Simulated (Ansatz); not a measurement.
Two structures of BH₃S₂, singlet, reached by relaxing down either side of one saddle point (PBE0-D4/def2-TZVP). Energies are electronic, without zero-point energy. Ansatz 0.2.0; basis: def2-TZVPP and def2-QZVPP; cores frozen in the correlated methods. Extrapolation: Hartree–Fock as exp(−7.88 √X), correlation as X^−2.97. First:

```
atom    x (Å)    y (Å)    z (Å)
  B1  -0.4027  -0.0180  -0.2024
  S2   0.5989  -0.6692   1.1260
  S3   0.1983   1.2202  -1.3366
  H4   1.4372   1.3784  -0.8359
  H5  -1.5183  -0.3936  -0.3767
  H6  -0.3135  -1.5178   1.6256
```

Second:

```tsv
atom	x (Å)	y (Å)	z (Å)
B1	-1.0955	0.3749	-1.0779
S2	0.9533	-1.1182	1.1948
S3	-0.5519	1.8826	-1.0947
H4	1.7299	-0.4414	0.3352
H5	-1.5332	-0.7137	-1.1054
H6	0.4974	0.0158	1.7480
```

Question: Which bonds change from the first to the second?

Answer: BH₃S₂ ([SH][BH][SH]) → BHS ([BH][S]) + H₂S; bonds formed: S2–H4; bonds broken: B1–S2, S3–H4.

Question: Give the saddle point's structure and its height above each. (To be estimated.)

Answer: By the calculation: 188.6 kJ/mol above the first and 69.1 kJ/mol above the second (CCSD(T) at an estimated basis limit (MP2 extrapolated from triple and quadruple zeta, plus CCSD(T) − MP2 in triple zeta)).
```xyz
6
angstrom
B -0.6157 -0.0110 -0.5893
S 0.7535 -0.8715 0.5843
S 0.0707 1.4604 -1.1153
H 1.1773 0.4723 0.1102
H -1.6282 -0.6158 -0.7406
H 0.2423 -0.4344 1.7506
```

The T1 diagnostic stays at or below 0.018.

Labels in which every atom is bracketed show which atoms are joined, not bond orders.

For scale, one of the runs: CCSD(T)/def2-TZVPP, 157 basis functions, launched by `ansatz run in.yaml --threads 2 --pin off --events-out ev --progress --plain --max-ram 4352MiB`. The run took 24 s on 2 CPU threads of an Arm Neoverse N1 (shared host), with 1 GiB of host memory at its peak.
